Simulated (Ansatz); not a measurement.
This geometry of CH5NOS (9 atoms, charge 0, multiplicity 1) is a first-order saddle point.

These are results of RKS PBE0-D4/cc-pVDZ (Ansatz), not measurements.

```xyz
9
Properties=species:S:1:pos:R:3
N -0.228 1.444 -0.240
C 0.395 0.184 -0.245
O -0.259 -0.715 0.704
S 0.472 -2.461 0.605
H -1.195 1.397 -0.552
H -0.208 1.873 0.683
H 1.444 0.255 0.083
H 0.360 -0.281 -1.243
H -0.781 -1.696 0.205
```

(1) Which two structures does it join? (They come from a converged band through this point; their orientation in space is the band's.)

(2) How far does it lie above each of them?

Results:

(1) Bonds broken: S4–H9. Bonds formed: O3–H9.

Initial state:

```xyz
9
Properties=species:S:1:pos:R:3
N -0.143 1.568 -0.242
C 0.326 0.234 -0.251
O -0.396 -0.547 0.725
S 0.203 -2.112 0.932
H -1.142 1.593 -0.446
H -0.020 1.978 0.683
H 1.403 0.202 -0.014
H 0.172 -0.212 -1.250
H -0.405 -2.703 -0.138
```

Final state:

```xyz
9
Properties=species:S:1:pos:R:3
N -0.269 1.356 -0.220
C 0.412 0.144 -0.252
O -0.186 -0.898 0.652
S 0.738 -2.526 0.562
H -1.183 1.356 -0.663
H -0.306 1.795 0.695
H 1.427 0.211 0.154
H 0.437 -0.306 -1.254
H -1.070 -1.132 0.327
```

(2) 1.86 eV above the first and 0.56 eV above the second. This is the barrier of this one path; another mechanism may lie lower. The orbitals stay closed-shell, which can raise the energy where a bond breaks towards radicals; this wasn't checked here.

Time of the run: 70 s on 2 threads of Intel(R) Xeon(R) 6975P-C (Granite Rapids), on a shared host, peak memory 0.18 GiB.
